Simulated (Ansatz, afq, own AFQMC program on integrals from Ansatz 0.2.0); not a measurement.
BH⁻, doublet: AFQMC among the cluster methods

```yaml
atoms:
  - { symbol: B, position_ang: [0.0000, 0.0000, 0.0000] }
  - { symbol: H, position_ang: [0.0000, 0.0000, 1.3590] }
```

Basis aug-cc-pVDZ. Only valence electrons are correlated. Integrals, coupled cluster, full CI and functionals: Ansatz 0.2.0; the random walks run on the same integrals in our own AFQMC program. The CISD trial takes its coefficients from CCSD amplitudes. Released means that phaseless walkers are propagated on without the constraint, phases kept. ± is one standard error of the sampling.

Determinant: ROHF, the one that the program's search chose, which needn't be the lowest solution. The geometry is a point of a scan.

Full CI on the same integrals is exact in this basis and with this determinant's frozen core.

Cautions: a spin-contaminated unrestricted determinant lies lower (UHF 123 meV lower, ⟨S²⟩ 1.07); the released energies have errors that jump between times, so the bars are unsure, so no released level is given (meV from the phaseless value at times in 1/Eh: -5.5 ± 2.1 at 0.24, -209 ± 199 at 0.51, -13.7 ± 1.4 at 0.99, -15.0 ± 1.3 at 1.62, -19.8 ± 1.2 at 2.40), though the last usable value meets full CI within the noise.

The T1 diagnostic is 0.0211, the weight of the determinant in the CISD state is 0.904 and the size of the correlated space is 5 electrons in 31 orbitals.

```
  level  correlation energy (eV)
    MP2                  -2.2042
   CCSD                  -2.8846
CCSD(T)                  -2.9795
```

Estimate where phaseless AFQMC with a CISD trial lies against CCSD(T) on the same integrals.

11.9 ± 3.3 meV below CCSD(T).

Reference: full CI, correlation energy -3.012 eV.

| level | E − E(reference) (meV) | share of correlation (%) |
| --- | --- | --- |
| CCSD(T) | 32.4 | 98.93 |
| CCSDT | 4.6 | 99.85 |
| CCSDT(Q) | 0.9 | 99.97 |
| CCSDTQ | 0.1 | 100.00 |
| ph-AFQMC/CISD | 20.4 ± 3.3 | 99.32 |

CCSDT and higher add their correlation energy to the determinant of the CCSD(T) run, since their own runs factorise the integrals more tightly (a shift of under 2 meV). A walk keeps the symmetry of its determinant, which the program's search chose and which needn't be the lowest solution, so a lower state of the same spin and another symmetry isn't excluded.
